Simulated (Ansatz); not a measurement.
**Si–BH₂, quartet along the distance Si1-B2**

Starting geometry (PBE0/def2-TZVP stationary point for this spin, not checked as a minimum):

```xyz
4

Si    0.0000    0.0000    0.6500
B     0.0000    0.0000   -1.3428
H     0.0000   -1.0760   -1.8539
H     0.0000    1.0760   -1.8539
```

From there B2, H3, H4 move together along the line of the two atoms named below, all else staying in place; atoms are numbered as listed. Energies are in kcal/mol, counted from the starting geometry at the same level. Kohn–Sham curves are unrestricted where that lies lower.

Basis 6-31G; Ansatz 0.2.0. Correlated methods freeze the noble-gas cores. Prefix R: restricted or restricted open-shell reference; prefix U: unrestricted. Active spaces: valence = (9e, 10o) chosen from the atoms' valence shells.

Runs in a small pair space aren't shown, since their orbitals change along the scan.

Full CI is exact within this basis and frozen core; it isn't the basis-set limit. The frozen core follows each run's orbitals, which can shift R against U totals by a few meV.

```json
{"distance Si1-B2 (Å)": "1.573", "full CI": "61.5", "curve A": "56.4", "curve B": "60.1", "curve C": "61.2", "curve D": "61.5"}
{"distance Si1-B2 (Å)": "1.755", "full CI": "17.4", "curve A": "15.4", "curve B": "16.4", "curve C": "16.8", "curve D": "17.3"}
{"distance Si1-B2 (Å)": "1.993", "full CI": "0.0", "curve A": "0.0", "curve B": "0.0", "curve C": "0.0", "curve D": "0.0"}
{"distance Si1-B2 (Å)": "2.197", "full CI": "1.5", "curve A": "1.7", "curve B": "2.4", "curve C": "2.3", "curve D": "1.6"}
{"distance Si1-B2 (Å)": "2.465", "full CI": "11.4", "curve A": "10.9", "curve B": "13.7", "curve C": "12.7", "curve D": "11.6"}
{"distance Si1-B2 (Å)": "2.815", "full CI": "25.7", "curve A": "24.0", "curve B": "28.2", "curve C": "22.6", "curve D": "26.0"}
{"distance Si1-B2 (Å)": "3.153", "full CI": "35.5", "curve A": "33.9", "curve B": "36.0", "curve C": "27.2", "curve D": "36.0"}
{"distance Si1-B2 (Å)": "3.630", "full CI": "42.5", "curve A": "41.7", "curve B": "41.1", "curve C": "30.4", "curve D": "42.9"}
{"distance Si1-B2 (Å)": "4.336", "full CI": "45.9", "curve A": "46.2", "curve B": "44.0", "curve C": "32.5", "curve D": "46.1"}
{"distance Si1-B2 (Å)": "5.335", "full CI": "47.3", "curve A": "48.1", "curve B": "45.3", "curve C": "33.5", "curve D": "47.3"}
{"distance Si1-B2 (Å)": "6.728", "full CI": "47.7", "curve A": "48.5", "curve B": "45.6", "curve C": "33.8", "curve D": "47.6"}
```

The curves come from B3LYP, NEVPT2 (valence space), RHF, UMP2. Compare each with full CI and say which is which.

A: B3LYP, B: UMP2, C: RHF, D: NEVPT2 (valence space). Spread of the error against full CI, over the points where both stand: A 6.0, B 4.6, C 15.2, D 0.5 kcal/mol. 

In so small a basis the reference is far from its limit while semilocal and hybrid functionals are nearer theirs, so the functionals' errors here hold much of the reference's basis and frozen-core error, which can add to them or hide them.
